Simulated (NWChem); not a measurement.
## Correlation energy of methanol (CH$_{4}$O)

```
C
H 1 1.1011
O 1 1.4071 2 107.60
H 3 0.9652 1 108.20 2 180.00
H 1 1.1092 2 107.33 3 -122.20
H 1 1.1092 2 107.33 5 -115.60
```
Charge 0, spin multiplicity 1.

All runs are NWChem calculations. All single points use one geometry, from B3LYP/def2-SVP, a minimum by its harmonic frequencies.

Basis set: 3-21G. Each correlation energy counts from its own Hartree-Fock reference.

| method | correlation energy (mHa) | difference from CCSD(T) |
|---|---|---|
| MP2 | -210.3 | +24.3 |
| SCS-MP2 | -213.1 | +21.5 |
| CR-CCSD[T] | -234.2 | +0.4 |
| CR-CCSD(T) | -234.0 | +0.7 |
| CCSD | -230.4 | +4.2 |
| CCSD+T(CCSD) | -234.9 | -0.3 |
| CCSD(T) | -234.6 | 0.0 |
| CCSDT | -234.9 | -0.3 |

The values span 24.6 mHa, from CCSD+T(CCSD) (lowest) to MP2 (highest). 

The correlated methods keep 2 core orbitals frozen. No row is a measurement; the coupled-cluster row has its own basis-set and correlation limits.
